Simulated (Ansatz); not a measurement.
**Relaxing TiC3**

These are results of DFT PBE, scalar-relativistic, plane waves, PAW (Ansatz 0.2.0), not measurements. Cutoff 420 eV, Γ-centred k mesh, Gaussian smearing, no spin polarisation in the final step.

The start is a random cell of TiC3 with space group P6_3cm (No. 185), drawn with lower limits on the distances.

```xyz
8
Lattice="4.7465 0.0000 0.0000 -2.3733 4.1106 0.0000 0.0000 0.0000 4.3368" Properties=species:S:1:pos:R:3 pbc="T T T"
Ti    0.0000    0.0000    0.4457
Ti    0.0000    0.0000    2.6141
C     1.6866    0.0000    1.0842
C    -0.8433    1.4607    1.0842
C     1.5300    2.6500    1.0842
C     3.0599    0.0000    3.2526
C     0.8433    1.4607    3.2526
C    -1.5300    2.6500    3.2526
```

Cell and atoms relax at zero pressure; the relaxation can't lower the symmetry of the start. After a coarse first stage the cell is made exact in the group found at 0.06 Å.

The zero of energy is the elements' standard structures at the same level; no fitted shifts are applied.

(1) What does it relax into?

(2) What are its volume, energy, density and gap?

Results:

(1) It ends in P6/mmm (No. 191). Conventional cell: a = 3.539 Å, c = 2.886 Å. Around Ti lie 12 C at 2.28 Å; around C lie 4 C at 1.77 Å.

```cif
data_structure
_symmetry_space_group_name_H-M 'P6/mmm'
_symmetry_Int_Tables_number 191
_cell_length_a 3.5389
_cell_length_b 3.5389
_cell_length_c 2.8858
_cell_angle_alpha 90.000
_cell_angle_beta 90.000
_cell_angle_gamma 120.000
_cell_volume 31.30
loop_
_atom_site_label
_atom_site_type_symbol
_atom_site_symmetry_multiplicity
_atom_site_Wyckoff_symbol
_atom_site_fract_x
_atom_site_fract_y
_atom_site_fract_z
_atom_site_occupancy
Ti1 Ti 1 a 0.00000 0.00000 0.00000 1
C1 C 3 g 0.50000 0.00000 0.50000 1
```

(2) The volume per atom is 7.83 Å³, the density is 4.45 g/cm³ and the energy over the elements is 1.41 eV/atom. The gap on the 18×18×16 mesh is 0 eV (a metal).

The final run used a 18×18×16 mesh on its 4-atom cell and 0.10 eV smearing. For metals, differences of a few meV/atom aren't resolved. A structure relaxed within its symmetry needn't be a true minimum.

Cost: 2 runs of about 1.3 core-minutes in all, on Intel Xeon 6975P-C (Granite Rapids) (shared hosts).